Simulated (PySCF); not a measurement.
H2O2, charge +1, sextet, at a GFN2-xTB geometry of the parent state (a state made from the parent by changing its charge; the spin is typed, not shown lowest); MP2/6-31G run with PySCF.

Input for PySCF:
```python
from pyscf import gto, scf, mp

mol = gto.M(
    atom='''
O    -0.590657   -0.019005    0.259309
O     0.590657    0.019005   -0.259309
H    -1.289471   -0.034173   -0.463518
H     1.289471    0.034173    0.463518
''',
    basis='6-31g',
    charge=1,
    spin=5,
    verbose=4,
)

mf = scf.UHF(mol)
mf.kernel()

pt = mp.MP2(mf)
pt.kernel()
print('E(MP2) = %.10f' % pt.e_tot)
mf.analyze()
```

Question: Write the output that PySCF gives for this input, abridged.

Answer: 
```
PySCF version 2.14.0

[INPUT] verbose = 4
[INPUT] num. atoms = 4
[INPUT] num. electrons = 17
[INPUT] charge = 1
[INPUT] spin (= nelec alpha-beta = 2S) = 5
[INPUT] symmetry False subgroup None
[INPUT] Mole.unit = angstrom
[INPUT] Symbol           X                Y                Z      unit          X                Y                Z       unit  Magmom
[INPUT]  1 O     -0.590657000000  -0.019005000000   0.259309000000 AA   -1.116179963557  -0.035914244997   0.490022991635 Bohr   0.0
[INPUT]  2 O      0.590657000000   0.019005000000  -0.259309000000 AA    1.116179963557   0.035914244997  -0.490022991635 Bohr   0.0
[INPUT]  3 H     -1.289471000000  -0.034173000000  -0.463518000000 AA   -2.436747035569  -0.064577610855  -0.875922073806 Bohr   0.0
[INPUT]  4 H      1.289471000000   0.034173000000   0.463518000000 AA    2.436747035569   0.064577610855   0.875922073806 Bohr   0.0

nuclear repulsion = 39.3281756076488
number of shells = 14
number of NR pGTOs = 52
number of NR cGTOs = 22
basis = 6-31g
ecp = {}

******** <class 'pyscf.scf.uhf.UHF'> ********
method = UHF
initial guess = minao
damping factor = 0
level_shift factor = 0
DIIS = <class 'pyscf.scf.diis.CDIIS'>
diis_start_cycle = 1
diis_space = 8
diis_damp = 0
SCF conv_tol = 1e-09
SCF conv_tol_grad = None
SCF max_cycles = 50
direct_scf = True
direct_scf_tol = 1e-13
number electrons alpha = 11  beta = 6
Set gradient conv threshold to 3.16228e-05
init E= -150.876839508559

cycle= 1 E= -149.346256614493  delta_E= 1.53  |g|= 0.697  |ddm|= 4.78

cycle= 2 E= -149.589495615498  delta_E= -0.243  |g|= 0.313  |ddm|= 2.45

cycle= 3 E= -149.632721564654  delta_E= -0.0432  |g|= 0.0812  |ddm|= 0.43

cycle= 4 E= -149.645891655903  delta_E= -0.0132  |g|= 0.0398  |ddm|= 0.393

cycle= 5 E= -149.651435103582  delta_E= -0.00554  |g|= 0.022  |ddm|= 0.265

cycle= 6 E= -149.65328752956  delta_E= -0.00185  |g|= 0.00628  |ddm|= 0.182

cycle= 7 E= -149.653372778328  delta_E= -8.52e-05  |g|= 0.00264  |ddm|= 0.0195

cycle= 8 E= -149.653397880346  delta_E= -2.51e-05  |g|= 0.00125  |ddm|= 0.0113

cycle= 9 E= -149.65340241901  delta_E= -4.54e-06  |g|= 0.000425  |ddm|= 0.0101

cycle= 10 E= -149.653402725035  delta_E= -3.06e-07  |g|= 6.56e-05  |ddm|= 0.00188

cycle= 11 E= -149.6534027287  delta_E= -3.67e-09  |g|= 2.55e-05  |ddm|= 0.000191

cycle= 12 E= -149.653402729629  delta_E= -9.29e-10  |g|= 3.32e-06  |ddm|= 0.000135

Extra cycle  E= -149.653402729639  delta_E= -9.61e-12  |g|= 1.46e-06  |ddm|= 7.87e-06
converged SCF energy = -149.653402729639  <S^2> = 8.7685874  2S+1 = 6.0061926

******** <class 'pyscf.mp.ump2.UMP2'> ********
nocc = (np.int64(11), np.int64(6)), nmo = (22, 22)
E(UMP2) = -149.804740925795  E_corr = -0.151338196156017
E(SCS-UMP2) = -149.798600043847  E_corr = -0.145197314208509
E_corr(same-spin) = -0.042009832129282
E_corr(oppo-spin) = -0.109328364026735
E(MP2) = -149.8047409258
**** SCF Summaries ****
Total Energy =                        -149.653402729638600
Nuclear Repulsion Energy =              39.328175607648781
One-electron Energy =                 -276.381512450885452
Two-electron Energy =                   87.399934113598079
Two-electron Coulomb Energy =          104.279073579240787
DFT Exchange-Correlation Energy =      -16.879139465642709
**** MO energy ****
                             alpha | beta                alpha | beta
MO #1   energy= -21.1877427476442  | -21.0750118026959  occ= 1 | 1
MO #2   energy= -21.1875185580812  | -21.0745957588851  occ= 1 | 1
MO #3   energy= -2.22757689135933  | -1.86479147181289  occ= 1 | 1
MO #4   energy= -1.83755359752588  | -1.48297328644246  occ= 1 | 1
MO #5   energy= -1.39753986841909  | -1.12876207097446  occ= 1 | 1
MO #6   energy= -1.33973665626145  | -1.02417972659201  occ= 1 | 1
MO #7   energy= -1.32373825172353  | -0.445591056701531 occ= 1 | 0
MO #8   energy= -1.14827202477568  | -0.41153600232802  occ= 1 | 0
MO #9   energy= -1.11068822921333  | -0.19018874500007  occ= 1 | 0
MO #10  energy= -0.775218994644928 | -0.0390155949678404 occ= 1 | 0
MO #11  energy= -0.395736540196855 | -0.0268086086668116 occ= 1 | 0
MO #12  energy= -0.186205231960241 | 0.0753415109248083 occ= 0 | 0
MO #13  energy= 0.571418005007328  | 0.715226027212711  occ= 0 | 0
MO #14  energy= 0.574047516393865  | 0.75271427495012   occ= 0 | 0
MO #15  energy= 0.604208820873153  | 0.802357892367544  occ= 0 | 0
MO #16  energy= 0.652199934557284  | 0.825206278802505  occ= 0 | 0
MO #17  energy= 0.706782453294828  | 0.898399004111522  occ= 0 | 0
MO #18  energy= 0.773064832196469  | 0.918811287200319  occ= 0 | 0
MO #19  energy= 0.868528742666242  | 0.975705654603909  occ= 0 | 0

To work with the spin densities directly, `use mulliken_meta_spin()` only printing them here.

 ** Mulliken spin pop alpha/beta on meta-lowdin orthogonal AOs **
 ** Mulliken Spin Density (per AO)  **
spin_pop of  0 O 1s       -0.00001
spin_pop of  0 O 2s        0.18162
spin_pop of  0 O 3s        0.00712
spin_pop of  0 O 2px       0.33561
spin_pop of  0 O 2py       0.99328
spin_pop of  0 O 2pz       0.58088
spin_pop of  0 O 3px       0.00941
spin_pop of  0 O 3py       0.00624
spin_pop of  0 O 3pz       0.00616
spin_pop of  1 O 1s       -0.00001
spin_pop of  1 O 2s        0.18162
spin_pop of  1 O 3s        0.00712
spin_pop of  1 O 2px       0.33561
spin_pop of  1 O 2py       0.99328
spin_pop of  1 O 2pz       0.58088
spin_pop of  1 O 3px       0.00941
spin_pop of  1 O 3py       0.00624
spin_pop of  1 O 3pz       0.00616
spin_pop of  2 H 1s        0.32478
spin_pop of  2 H 2s        0.05490
spin_pop of  3 H 1s        0.32478
spin_pop of  3 H 2s        0.05490
 ** Mulliken Spin Density (per atom)  **
spin density of  0 O =      2.12031
spin density of  1 O =      2.12031
spin density of  2 H =      0.37969
spin density of  3 H =      0.37969
 ** Mulliken pop alpha/beta on meta-lowdin orthogonal AOs **
 ** Mulliken pop       alpha | beta **
pop of  0 O 1s        0.99999 | 1.00000
pop of  0 O 2s        0.97259 | 0.79097
pop of  0 O 3s        0.00781 | 0.00069
pop of  0 O 2px       0.91287 | 0.57726
pop of  0 O 2py       0.99371 | 0.00043
pop of  0 O 2pz       0.96514 | 0.38426
pop of  0 O 3px       0.01181 | 0.00240
pop of  0 O 3py       0.00624 | 0.00000
pop of  0 O 3pz       0.00653 | 0.00037
pop of  1 O 1s        0.99999 | 1.00000
pop of  1 O 2s        0.97259 | 0.79097
pop of  1 O 3s        0.00781 | 0.00069
pop of  1 O 2px       0.91287 | 0.57726
pop of  1 O 2py       0.99371 | 0.00043
pop of  1 O 2pz       0.96514 | 0.38426
pop of  1 O 3px       0.01181 | 0.00240
pop of  1 O 3py       0.00624 | 0.00000
pop of  1 O 3pz       0.00653 | 0.00037
pop of  2 H 1s        0.55764 | 0.23286
pop of  2 H 2s        0.06567 | 0.01076
pop of  3 H 1s        0.55764 | 0.23286
pop of  3 H 2s        0.06567 | 0.01076
In total            11.00000 | 6.00000
 ** Mulliken atomic charges   ( Nelec_alpha | Nelec_beta ) **
charge of  0O =      0.36693  (     4.87669      2.75638 )
charge of  1O =      0.36693  (     4.87669      2.75638 )
charge of  2H =      0.13307  (     0.62331      0.24362 )
charge of  3H =      0.13307  (     0.62331      0.24362 )

WARN: System has nonzero charge 1; the dipole moment is origin-dependent.
Location of origin: [0. 0. 0.]

Dipole moment(X, Y, Z, Debye):  0.00000,  0.00000,  0.00000
```
